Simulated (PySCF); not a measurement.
Isomers of C4H8O2 side by side.

PySCF, wB97X-D/def2-SVPD, density fitting, gas phase; each molecule at its own PBE0-D3(BJ)/def2-SVP geometry, one conformer. Singlet excitations by full TDDFT with frozen cores, triplets by Tamm–Dancoff TDDFT and ionisation energies by ΔSCF, from the lowest of the holes tried. 

Torsions of the conformers computed, which needn't be the lowest (atom-mapped SMILES):
- `[CH3:1][CH:2]([CH3:3])[O:4][CH:5]=[O:6]`: C1–C2–O4–C5 -84°, C2–O4–C5–O6 0°
- `[CH3:1][CH:2]([CH3:3])[C:4](=[O:5])[OH:6]`: C1–C2–C4–O5 3°, H–O6–C4–C2 180°
- `[CH3:1][CH2:2][CH2:3][C:4](=[O:5])[OH:6]`: C1–C2–C3–C4 -177°, C2–C3–C4–O5 6°, H–O6–C4–C3 -179°

The conformers of `C[C@H]1COCO1` aren't listed.

Reference: `C1COCCO1`, with HOMO energy -8.92 eV, LUMO energy 2.42 eV, lowest singlet excitation 7.27 eV, lowest triplet excitation 7.11 eV, mean polarisability 55.1 au and vertical ionisation energy 9.23 eV.

Changes against it:

```tsv
molecule	Δ electronic energy (kcal/mol)	Δ HOMO energy (eV)	Δ LUMO energy (eV)	Δ lowest singlet excitation (eV)	Δ lowest triplet excitation (eV)	Δ mean polarisability (au)	Δ vertical ionisation energy (eV)
CC(C)C(=O)O	-35.6	-1.11	-0.59	-1.36	-1.69	+1.4	+1.25
CCCC(=O)O	-35.8	-1.23	-0.46	-1.28	-1.60	+1.9	+1.42
C1COCOC1	-5.3	-0.77	-0.08	+0.66	+0.72	-0.3	+0.80
```

Rows whose labels were lost:

```tsv
row	Δ electronic energy (kcal/mol)	Δ HOMO energy (eV)	Δ LUMO energy (eV)	Δ lowest singlet excitation (eV)	Δ lowest triplet excitation (eV)	Δ mean polarisability (au)	Δ vertical ionisation energy (eV)
P	-23.8	-1.31	-0.48	-1.32	-1.67	+1.9	+1.52
Q	-3.9	-0.37	-0.06	+0.18	+0.23	+0.1	+0.47
```

Which row belongs to which of `CC(C)OC=O` and `C[C@H]1COCO1`?

P = `CC(C)OC=O` and Q = `C[C@H]1COCO1`. P and Q are told apart most clearly by the electronic energy (-23.8 against -3.9 kcal/mol); P lies nearest to the labelled row of `CCCC(=O)O`.

Which row has the smallest HOMO–LUMO gap and which the largest, and does the HOMO or the LUMO shift more there?

Smallest, counted from the reference: Q, +0.31 eV (HOMO -0.37, LUMO -0.06), the larger shift being that of the HOMO. Largest: P, +0.83 eV (HOMO -1.31, LUMO -0.48), the larger shift being that of the HOMO. The gap of the reference itself lies below all of them.

wB97X-D is run here without its empirical dispersion term; that term would change no orbital, density or response property at a fixed geometry.
